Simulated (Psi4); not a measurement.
Reaction (SMILES): C#N (CH-N) + H+ → C#[NH+]
B3LYP-D3(BJ)/def2-TZVP geometries, fixed; electronic energies without zero-point terms; positive where energy is released.
Largest species:
```xyz
4

C      0.0000     0.0000    -0.5980
N      0.0000     0.0000     0.5315
H      0.0000     0.0000    -1.6793
H      0.0000     0.0000     1.5473
```
Charge +1, spin multiplicity 1.

Basis-set convergence of the proton affinity at B3LYP with Psi4. All functions are spherical. Density fitting with the program's default auxiliary sets. The proton sits at the site shown, which need not be the one that binds it best. No added dispersion term, no relativity. Functions are those of the species that has most. Reference: the value in aug-cc-pVQZ, 176.40 kcal/mol, itself unsure by roughly 0.03 kcal/mol (its mean distance from cc-pV5Z, def2-QZVPPD, def2-QZVPP). Deviations are taken from unrounded values.

```csv
basis,functions,proton affinity (kcal/mol),minus reference (kcal/mol)
def2-SV(P),32,174.65,-1.75
def2-SVP,38,178.30,1.90
def2-SVPD,56,176.80,0.40
def2-TZVP,74,175.99,-0.41
def2-TZVPP,90,176.49,0.09
def2-TZVPD,92,175.93,-0.47
def2-TZVPPD,108,176.38,-0.01
def2-QZVPP,174,176.44,0.04
def2-QZVPPD,192,176.41,0.01
```

The smallest set listed that lies within 1 kcal/mol of the reference with all its larger relatives (same family, alike in diffuse functions; a set with none counts only in the reference's own line) is def2-SVPD (56 functions, 0.40 kcal/mol off).
